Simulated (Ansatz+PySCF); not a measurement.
Results of a calculation; reference values are marked as such.
A run of PySCF 2.14.0 on doublet Cl2(+) at this shape:

```xyz
2

Cl    0.0000    0.0000   -0.9300
Cl    0.0000    0.0000    0.9300
```

Its results:

```
Converged                       : yes
Reference energy                : -918.60296 hartree
Correlation energy              : -0.35920 hartree
Total energy                    : -918.96216 hartree
Spin squared of the determinant : 0.775
```

(1) Which input gives this output? Name the method, the orbitals and the basis set, and write the input.

Answers

(1) UHF-MP2 in cc-pV(T+d)Z.

```python
from pyscf import gto, scf, mp

# the (T+d) and (D+d) sets load through basis_set_exchange
mol = gto.M(atom="""
Cl 0.000000 0.000000 -0.930040
Cl 0.000000 0.000000 0.930040
""", basis='cc-pv(t+d)z', charge=1, spin=1)
mf = scf.UHF(mol)
mf.kernel()
pt = mp.MP2(mf, frozen=10).run()
print(mf.e_tot, pt.e_corr, pt.e_tot)
```

Caution: MP2 on this radical cation hangs on the determinant chosen.
